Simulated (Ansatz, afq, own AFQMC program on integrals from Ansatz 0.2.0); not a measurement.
Two steps: Ansatz 0.2.0 writes the Fock matrix and Cholesky factors of the valence space, and afq projects on them the lowest state that overlaps trial and start.

```yaml
crystal:
  periodic: [false, false, false]
  atoms:
    - {symbol: Cl, position_ang: [0.000000, -0.579616, 1.798512]}
    - {symbol: Ga, position_ang: [0.000000, 0.559032, 0.000000]}
    - {symbol: Cl, position_ang: [0.000000, -0.579616, -1.798512]}
    - {symbol: H, position_ang: [0.000000, 2.104198, 0.000000]}
basis:
  gaussian: {orbitals: cc-pVDZ}
magnetization: {spin_polarized: false}
correlation: {method: ccsd_t, electrons: outside_noble_gas, hamiltonian_folder: ham}
```

```sh
$ ansatz run in.yaml --threads 1 --pin off --events-out ev --progress --plain --max-ram 1843MiB
```

afq runs on the folder ham with

```
--method free --trial cisd --walkers 60 --time-step 0.03 --max-blocks 80 --target-error 0.00051 --factor-cut 1e-05 --seed 9506 --times 0,0.21,0.42,0.81,1.2,1.8,2.4,3 --taylor-order 8
```

Times are imaginary, in 1/Eh. The walk had a cap of 1213 s. Filled inner d shells are frozen with the cores.

Log:

```
orbitals 44  electrons 9 9  factors 353 of 758
reference energy -2842.92160908 Eh
CCSD correlation -0.35838888 Eh in 9 cycles, weight of the determinant in the CISD state 0.8584
repeat  energy at the last time / Eh  error
    10  -2843.292387  0.002763
    20  -2843.291613  0.001862
    30  -2843.291174  0.001413
    40  -2843.290915  0.001325
    50  -2843.289505  0.001121
    60  -2843.289568  0.001163
    70  -2843.289269  0.001022
    80  -2843.289362  0.000941
time / (1/Eh)  energy / Eh  error  mean overlap
  0.00  -2843.279669  0.000403  1.1640
  0.21  -2843.283495  0.000365  1.1634
  0.42  -2843.286093  0.000363  1.1512
  0.81  -2843.288218  0.000434  1.1391
  1.20  -2843.288338  0.000458  1.1336
  1.80  -2843.288091  0.000619  1.1450
  2.40  -2843.290094  0.000667  1.0961
  3.00  -2843.289362  0.000941  1.1050
energy -2843.289362 +/- 0.000941 Eh
```

The run passed its tests (error under three times the target), which doesn't prove that it has relaxed.

Against this walk (error 25.6 meV) on the same determinant: CCSD(T) 55.0 meV higher, the released energy of a separate walk with a CISD trial 3.7 ± 31.7 meV lower (within the noise). The error is statistical, and a free projection of finite length keeps a remainder of its start.

Cautions: remainder of the start not in the error; error above the target (25.6 against 13.9 meV); no relativity below Rb; no spin-orbit coupling; inner d shell frozen.

The walk took 9.7 min on 1 thread of Arm Neoverse N1, with other jobs on the host. The log's last line is the free-projection energy.

A walk keeps the symmetry of its determinant, which the program's search chose and which needn't be the lowest solution, so a lower state of the same spin and another symmetry isn't excluded.
